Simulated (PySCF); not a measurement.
**Worked example: SiH4, triplet against SiH$_{4}$, singlet**

Geometry (PBE0/def2-TZVP stationary point of a singlet), kept for both states:

| atom | x (Å) | y (Å) | z (Å) |
| --- | --- | --- | --- |
| Si | 0.0000 | 0.0000 | 0.0000 |
| H | 0.8558 | 0.8587 | 0.8568 |
| H | -0.8596 | -0.8544 | 0.8574 |
| H | -0.8547 | 0.8555 | -0.8611 |
| H | 0.8584 | -0.8599 | -0.8531 |

Basis 6-31G; PySCF 2.14.0. Correlated methods freeze the noble-gas cores. R marks a restricted (for open shells ROHF) determinant, U an unrestricted one.

Full CI is exact within this basis and frozen core; it isn't the basis-set limit. The frozen core follows each run's orbitals, which can shift R against U totals by a few meV.

The highest cluster run ends over 0.1 eV above full CI (CCSDT or CCSDTQ; CCSD(T) where those didn't converge) for the SiH4 triplet, so misses of HF, MP2 and cluster levels there may hold a gap between states.

| level | E(SiH4, singlet) (hartree) | E(SiH4, triplet) (hartree) |
| --- | --- | --- |
| UHF | -291.173855 | -290.842391 |
| UMP2 | -291.235376 | -290.897455 |
| UCCSD(T) | -291.259647 | -290.924871 |
| PBE | -291.662182 | -291.337523 |
| B3LYP | -291.850437 | -291.515127 |
| full CI | -291.259981 | -290.932753 |

Task: Give the vertical gap, SiH4 triplet less SiH4 singlet, at each level in eV (1 hartree = 27.2114 eV), and each error against full CI.

Result: full CI: (-290.932753 − (-291.259981)) × 27.2114 = 8.904 eV (the reference)
B3LYP: (-291.515127 − (-291.850437)) × 27.2114 = 9.124 eV, error 0.220 eV
PBE: (-291.337523 − (-291.662182)) × 27.2114 = 8.834 eV, error -0.070 eV
UCCSD(T): (-290.924871 − (-291.259647)) × 27.2114 = 9.110 eV, error 0.206 eV
UMP2: (-290.897455 − (-291.235376)) × 27.2114 = 9.195 eV, error 0.291 eV
UHF: (-290.842391 − (-291.173855)) × 27.2114 = 9.020 eV, error 0.116 eV

Total energies of functionals can't be set beside those of wave-function methods, since they hold the core's correlation and their own absolute errors; only the differences compare.

The set has no polarisation functions, so the order and spacing of states can differ from the basis-set limit.

In so small a basis the reference is far from its limit while semilocal and hybrid functionals are nearer theirs, so the functionals' errors here hold much of the reference's basis and frozen-core error, which can add to them or hide them.

Each level lands on the state that its own search finds. T1 diagnostics of restricted CCSD: 0.008 and 0.024.
